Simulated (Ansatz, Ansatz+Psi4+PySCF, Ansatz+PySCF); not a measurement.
```tsv
atom	x (Å)	y (Å)	z (Å)
Si	0.0000	0.0000	0.0793
H	0.0000	1.4133	-0.3701
H	1.2239	-0.7066	-0.3701
H	-1.2239	-0.7066	-0.3701
```

Basis set: cc-pVTZ on H; cc-pV(T+d)Z on Si (spherical functions). Left uncorrelated: 5 orbitals. Correlation on ROHF uses semicanonical orbitals with singles. Charge 0, multiplicity 2.

Computed with Ansatz (development build ahead of 0.2.0); free ground-state atoms in the same class of orbitals, no zero-point energy, no relativity.

The atomization energy of doublet SiH₃ from measured heats of formation, zero-point and thermal terms removed is 9.773 eV (G2/97 set, Curtiss et al., J. Chem. Phys. 106, 1063 (1997), as shipped with ASE); it holds spin-orbit and other relativistic effects.

**Question.** How far do UHF-CCSD(T), ROHF-CCSD(T), UHF-MP2, ROHF-MP2 miss it in this basis?

**Answer.**

| method | atomization energy (eV) | computed − measured (eV) |
| --- | --- | --- |
| UHF-CCSD(T) | 9.679 | -0.094 |
| ROHF-CCSD(T) | 9.679 | -0.094 |
| UHF-MP2 | 9.438 | -0.335 |
| ROHF-MP2 | 9.431 | -0.342 |
